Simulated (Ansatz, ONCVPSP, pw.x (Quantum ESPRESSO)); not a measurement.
**What a changed setting does to a pw.x run (bcc Ta)**

Potential: optimised norm-conserving Vanderbilt (ONCV), ONCVPSP 4.0.1, PBEsol; core [Kr] 4d10 4f14, reference 5s2 5p6 5d3 6s2; waves: 5s+6s: rc 1.55 bohr, ncon 3, nbas 6, qcut 7.3 1/bohr, 2 projectors; 5p: rc 2.05 bohr, ncon 4, nbas 9, qcut 5.4 1/bohr, 2 projectors, debl 1.75 Ha; 5d: rc 2.70 bohr, ncon 4, nbas 9, qcut 6 1/bohr, 2 projectors, debl 3.8 Ha; local part: polynomial inside 1.25 bohr (lpopt 5, dvloc0 0 Ha); core correction: none.

The reference run (k-mesh 14³, cutoffs 55/220 Ry, Fermi–Dirac 0.01 Ry, mixing_beta 0.4, conv_thr 1e-9, no spin) gives -0.48 GPa at 17.551 Å³/atom, where all-electron LAPW gives 1.56 GPa. This run, with its own iteration cap, changes smearing to mv.

```
&control
  calculation='scf', prefix='x', pseudo_dir='./', outdir='./tmp', tstress=.true., disk_io='none'
/
&system
  ibrav=0, nat=1, ntyp=1, ecutwfc=55, ecutrho=220, nbnd=14,
  occupations='smearing', smearing='mv', degauss=0.01
/
&electrons
  conv_thr=1e-09, mixing_beta=0.4, electron_maxstep=50
/
ATOMIC_SPECIES
Ta 1.0 Ta.UPF
CELL_PARAMETERS angstrom
  -1.63712042 1.63712042 1.63712042
  1.63712042 -1.63712042 1.63712042
  1.63712042 1.63712042 -1.63712042
ATOMIC_POSITIONS crystal
Ta 0.0000 0.0000 0.0000
K_POINTS automatic
14 14 14 0 0 0
```

```bash
pw.x < Ta.scf.in > Ta.scf.out
```

**Question.** How does the run end?

**Answer.** It converges in 7 iterations; the free energy moves by +36.7 meV/atom and the pressure by -0.02 GPa. This scheme is built to cancel the term in the square of the width that Fermi–Dirac smearing leaves in the F of a metal.

```
Message from routine setup:
     using ibrav=0 with symmetry is DISCOURAGED, use correct ibrav instead
     lattice parameter (alat)  =       5.3585  a.u.
     unit-cell volume          =     118.4400 (a.u.)^3
     number of electrons       =        13.00
     number of Kohn-Sham states=           14
     kinetic-energy cutoff     =      55.0000  Ry
     charge density cutoff     =     220.0000  Ry
     scf convergence threshold =      1.0E-09
     Exchange-correlation= PBESOL
     number of k points=   104  Marzari-Vanderbilt smearing, width (Ry)=  0.0100
     iteration #  1     ecut=    55.00 Ry     beta= 0.40
     total energy              =    -117.11826550 Ry
     estimated scf accuracy    <       0.02282682 Ry
     iteration #  2     ecut=    55.00 Ry     beta= 0.40
     total energy              =    -117.11794037 Ry
     estimated scf accuracy    <       0.00387956 Ry
     iteration #  3     ecut=    55.00 Ry     beta= 0.40
     total energy              =    -117.11848652 Ry
     estimated scf accuracy    <       0.00016377 Ry
     iteration #  4     ecut=    55.00 Ry     beta= 0.40
     total energy              =    -117.11849406 Ry
     estimated scf accuracy    <       0.00000536 Ry
     iteration #  5     ecut=    55.00 Ry     beta= 0.40
     total energy              =    -117.11849565 Ry
     estimated scf accuracy    <       0.00000183 Ry
     iteration #  6     ecut=    55.00 Ry     beta= 0.40
     total energy              =    -117.11849601 Ry
     estimated scf accuracy    <       0.00000001 Ry
     iteration #  7     ecut=    55.00 Ry     beta= 0.40
     the Fermi energy is    18.7441 ev
!    total energy              =    -117.11849601 Ry
     estimated scf accuracy    <          4.9E-10 Ry
     smearing contrib. (-TS)   =       0.00015835 Ry
     The total energy is F=E-TS. E is the sum of the following terms:
     one-electron contribution =     -18.64861897 Ry
     hartree contribution      =      14.46211241 Ry
     xc contribution           =     -13.53197666 Ry
     ewald contribution        =     -99.40017115 Ry
     convergence has been achieved in   7 iterations
          total   stress  (Ry/bohr**3)                   (kbar)     P=       -4.97
     Message from routine punch:
     Nothing written, as per user request (disk_io='none')
```

The run took about 19 s on one core of a shared host (Intel(R) Xeon(R) Platinum 8259CL CPU @ 2.50GHz, 96 threads, 755 GiB, load 88).
